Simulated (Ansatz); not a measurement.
# H₃O+ (SMILES [OH3+]): a rigid scan of the bond length O1–H3

Aim: the energy along the bond length O1–H3, from CCSD(T) and from cheaper methods, relative to the minimum. No other atom is relaxed.

Computed with Ansatz 0.2.0, Gaussian basis. Level: single points in def2-TZVPP.

Levels: PBE-D4, r2SCAN-D4, PBE0-D4, B3LYP-D4, wB97M-V, Hartree-Fock, MP2, CCSD, CCSD(T). The scan takes 0.880, 0.900, 0.929, 0.962, 1.000, 1.040, 1.082, 1.127, 1.174 Å.

Cores are frozen in the correlated methods. B3LYP uses VWN-RPA correlation.

28 further runs of the same task are left out: 28 set aside as unsound or not needed.

## 1. Where the work starts

The minimum, relaxed at PBE0-D4: SMILES `[OH3+]`, 4 atoms, charge 1, spin multiplicity 1.

Atoms are counted from 1 here; the program's logs count them from 0.

Bond lengths: O1–H2 0.978 Å, O1–H3 0.978 Å, O1–H4 0.978 Å. Angles: H2–O1–H3 113.1°, H2–O1–H4 113.1°, H3–O1–H4 113.1°.

Geometry (Å):

```xyz
4
charge 1, multiplicity 1
O     0.1812   -0.0565   -0.0525
H     0.2193    0.9186    0.0150
H    -0.4087   -0.3684   -0.7677
H     0.0081   -0.4937    0.8053
```

Energies of the minimum (eV), from earlier single points: PBE-D4 -2085.89976, r2SCAN-D4 -2087.11966, PBE0-D4 -2085.98973, B3LYP-D4 -2088.25750, wB97M-V -2087.29947, CCSD(T) -2084.76589.

At the minimum the bond length O1–H3 is 0.978 Å.

## 2. O1–H3 = 0.880 Å

ccsdt-tzvpp/in.yaml

```yaml
crystal:
  periodic: [false, false, false]
  atoms:
    - {symbol: O, position_ang: [0.181237, -0.056518, -0.052515]}
    - {symbol: H, position_ang: [0.219348, 0.918602, 0.014998]}
    - {symbol: H, position_ang: [-0.349509, -0.337080, -0.695938]}
    - {symbol: H, position_ang: [0.008148, -0.493697, 0.805263]}
basis:
  gaussian: {orbitals: def2-TZVPP}
total_charge: 1
correlation: {method: ccsd_t}
```

The command line of these runs was not kept.

The runs that follow: O1–H3 = 0.900 Å; O1–H3 = 0.929 Å; O1–H3 = 0.962 Å; O1–H3 = 1.000 Å; O1–H3 = 1.040 Å; O1–H3 = 1.082 Å; O1–H3 = 1.127 Å; O1–H3 = 1.174 Å.

Q: Predict the outcome of this session. Wanted: highest point, CCSD(T); lowest point, CCSD(T); minimum along the scan, CCSD(T); RMS deviation from CCSD(T); largest T1 diagnostic.

As calculated:

```
                       quantity                                                                                                                      value
         highest point, CCSD(T)                                                                                                        0.611 eV at 1.174 Å
          lowest point, CCSD(T)                                                                                                        0.000 eV at 0.978 Å
minimum along the scan, CCSD(T)                                                                                                                    0.976 Å
                curvature there                                                                                                                 47.9 eV/Å²
     RMS deviation from CCSD(T)  PBE-D4 0.048, r2SCAN-D4 0.009, PBE0-D4 0.002, B3LYP-D4 0.018, wB97M-V 0.009, Hartree-Fock 0.082, MP2 0.002, CCSD 0.009 eV
          largest T1 diagnostic                                                                                                                      0.007
```

A polynomial through the near points puts the CCSD(T) minimum 0.002 Å below the PBE0-D4 value. It is steeper on the short side than on the long one. Curvature against CCSD(T): PBE-D4 -7 %, Hartree-Fock +12 %. PBE0-D4 follows the CCSD(T) curve best and Hartree-Fock worst.
